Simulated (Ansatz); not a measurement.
# Scan of BH, triplet

Starting geometry (PBE0/def2-TZVP stationary point for this spin):

```xyz
2

B     0.0000    0.0000    0.0000
H     0.0000    0.0000    1.1940
```

From there H2 moves along the line of the two atoms named below, all else staying in place; atoms are numbered as listed. Energies are in kJ/mol, counted from the starting geometry at the same level.

Basis cc-pVQZ; Ansatz 0.2.0. Correlated methods freeze the noble-gas cores. R marks a restricted (for open shells ROHF) determinant, U an unrestricted one. Active spaces: valence = (4e, 5o) chosen from the atoms' valence shells.

Unrestricted rows (U) aren't spin-pure: their determinants' ⟨S²⟩ exceeds S(S+1) by up to 0.12, so they mix in states of higher spin.

Full CI is exact within this basis and frozen core; it isn't the basis-set limit. The frozen core follows each run's orbitals, which can shift R against U totals by a few meV.

```json
{"distance B1-H2 (Å)": "0.938", "full CI": "117.6", "unpaired electrons (full CI)": "2.01", "error UHF": "-5.6", "error RCCSD(T)": "-0.3", "error UCCSD(T)": "-0.3", "error BCCD(T)": "-0.3", "error RCCSDT(Q)": "0.0", "error CASSCF (valence space)": "2.0"}
{"distance B1-H2 (Å)": "1.061", "full CI": "24.7", "unpaired electrons (full CI)": "2.01", "error UHF": "-3.8", "error RCCSD(T)": "-0.2", "error UCCSD(T)": "-0.2", "error BCCD(T)": "-0.2", "error RCCSDT(Q)": "0.0", "error CASSCF (valence space)": "1.0"}
{"distance B1-H2 (Å)": "1.194", "full CI": "0.0", "unpaired electrons (full CI)": "2.01", "error UHF": "0.0", "error RCCSD(T)": "0.0", "error UCCSD(T)": "0.0", "error BCCD(T)": "0.0", "error RCCSDT(Q)": "0.0", "error CASSCF (valence space)": "0.0"}
{"distance B1-H2 (Å)": "1.327", "full CI": "16.0", "unpaired electrons (full CI)": "2.02", "error UHF": "5.6", "error RCCSD(T)": "0.3", "error UCCSD(T)": "0.2", "error BCCD(T)": "0.2", "error RCCSDT(Q)": "0.0", "error CASSCF (valence space)": "-0.3"}
{"distance B1-H2 (Å)": "1.474", "full CI": "54.9", "unpaired electrons (full CI)": "2.03", "error UHF": "13.8", "error RCCSD(T)": "0.6", "error UCCSD(T)": "0.6", "error BCCD(T)": "0.6", "error RCCSDT(Q)": "0.0", "error CASSCF (valence space)": "0.3"}
{"distance B1-H2 (Å)": "1.633", "full CI": "103.5", "unpaired electrons (full CI)": "2.04", "error UHF": "22.5", "error RCCSD(T)": "1.1", "error UCCSD(T)": "0.9", "error BCCD(T)": "0.9", "error RCCSDT(Q)": "0.0", "error CASSCF (valence space)": "-1.0"}
{"distance B1-H2 (Å)": "1.938", "full CI": "177.6", "unpaired electrons (full CI)": "2.08", "error UHF": "19.8", "error RCCSD(T)": "0.9", "error UCCSD(T)": "1.0", "error BCCD(T)": "1.1", "error RCCSDT(Q)": "0.0", "error CASSCF (valence space)": "-5.6"}
{"distance B1-H2 (Å)": "2.219", "full CI": "209.0", "unpaired electrons (full CI)": "2.08", "error UHF": "9.7", "error RCCSD(T)": "0.5", "error UCCSD(T)": "0.6", "error BCCD(T)": "0.6", "error RCCSDT(Q)": "0.0", "error CASSCF (valence space)": "-11.5"}
{"distance B1-H2 (Å)": "2.674", "full CI": "221.6", "unpaired electrons (full CI)": "2.08", "error UHF": "2.6", "error RCCSD(T)": "0.1", "error UCCSD(T)": "0.1", "error BCCD(T)": "0.1", "error RCCSDT(Q)": "0.0", "error CASSCF (valence space)": "-19.5"}
{"distance B1-H2 (Å)": "3.215", "full CI": "224.0", "unpaired electrons (full CI)": "2.08", "error UHF": "-0.3", "error RCCSD(T)": "0.0", "error UCCSD(T)": "0.0", "error BCCD(T)": "0.0", "error RCCSDT(Q)": "0.0", "error CASSCF (valence space)": "-23.0"}
{"distance B1-H2 (Å)": "4.044", "full CI": "224.8", "unpaired electrons (full CI)": "2.08", "error UHF": "-1.4", "error RCCSD(T)": "-0.1", "error UCCSD(T)": "0.0", "error BCCD(T)": "0.0", "error RCCSDT(Q)": "0.0", "error CASSCF (valence space)": "-24.2"}
```

Unpaired electrons are Σ n²(2−n)² over natural occupations. Errors are those of relative energies. In total energy the starting point itself misses full CI by: UHF 180.9, RCCSD(T) 1.1, UCCSD(T) 1.0, BCCD(T) 1.1, RCCSDT(Q) 0.0, CASSCF (valence space) 123.3 kJ/mol.

Spread of the error over the points with a reference, to 4.044 Å (largest less smallest): RCCSDT(Q) 0.1, UCCSD(T) 1.3, BCCD(T) 1.4, RCCSD(T) 1.5, CASSCF (valence space) 26.2, UHF 28.1 kJ/mol.

Going outwards, the relative energy of UHF first misses by more than 4.2 kJ/mol (1 kcal/mol) at 1.327 Å.

CASSCF lacks dynamic correlation, of which the bound molecule has more, so its curve rises 24.2 kJ/mol too little out to 4.044 Å.
